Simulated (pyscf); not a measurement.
# Concerted two-bond exchange: BH (SMILES [BH]) [singlet] + NH₃ (SMILES N) → B–NH₂ (SMILES [B]N) [singlet] + H₂ (SMILES [H][H])

Gas phase, singlet surface, charge 0. Bonds broken: B1–H2, N3–H4. Bonds formed: B1–N3, H2–H4. PySCF, gas phase, ωB97X-D3(BJ)/def2-SVP geometries.

Transition state (Å):

```xyz
6

B      0.6474     1.2949    -0.2735
H      0.2212     0.8329    -1.4570
N      0.3866    -0.0818     0.4384
H     -0.2194     0.1649    -0.6045
H      0.6566    -1.0151     0.1169
H      0.3000    -0.0584     1.4532
```

One imaginary mode, 1598i cm⁻¹; descent along it reached the two sides named, in the forms told below.

| bond | change | reactant side (Å) | saddle | product side |
|---|---|---|---|---|
| B1–H2 | breaks | 1.249 | 1.340 | 3.0 |
| N3–H4 | breaks | 1.027 | 1.231 | 3.7 |
| B1–N3 | forms | 1.703 | 1.572 | 1.380 |
| H2–H4 | forms | 2.439 | 1.169 | 0.761 |

Electronic energies relative to the separated reactants (kcal/mol):

```csv
level,barrier,reaction energy,reverse barrier
ωB97X-D3(BJ)/def2-TZVP,9.9,-43.7,53.6
PBE/def2-TZVP,-1.6,-46.4,44.9
r²SCAN/def2-TZVP,0.9,-47.6,48.5
B3LYP-D3(BJ)/def2-TZVP,8.7,-45.1,53.7
PBE0-D3(BJ)/def2-TZVP,2.7,-44.9,47.6
M06-2X/def2-TZVP,8.6,-45.5,54.1
ωB97M-D3(BJ)/def2-TZVP,9.2,-44.6,53.9
HF/def2-TZVP,33.5,-37.7,71.2
```

With ωB97M-D3(BJ)/def2-TZVP energies and thermal terms (ideal gas, 1 atm, RRHO with modes under 100 cm⁻¹ raised to 100, one conformer, R ln 2 for chiral ones without a mode under 150 cm⁻¹), in kcal/mol:

```
T (K)  ΔH‡   ΔG‡     ΔH     ΔG
-----  ---  ----  -----  -----
298    9.1  17.9  -47.3  -46.5
600    8.4  27.1  -46.5  -46.0
900    8.5  36.4  -45.9  -45.9
1200   8.9  45.6  -45.4  -46.0
```

On the reactant side the descent ends in an adduct with a B–N contact, 21.0 kcal/mol under the separated species and 30.9 kcal/mol under the saddle at ωB97X-D3(BJ)/def2-TZVP. At PBE the saddle lies under the separated reactants, which points to a path from their complex (located at ωB97X-D3(BJ) alone). What is counted as formed (B–N) is already present as a longer contact in the reactant adduct; forming that adduct is a step of its own. This saddle turned up in a search for another step; its sides and bond changes are read from the two ends of the descent. B–NH₂ [singlet] lies 38.3 kcal/mol over its isomer HB=NH (electronic energy, ωB97M-D3(BJ)/def2-TZVP). One saddle was located; it need not be the lowest between these sides.
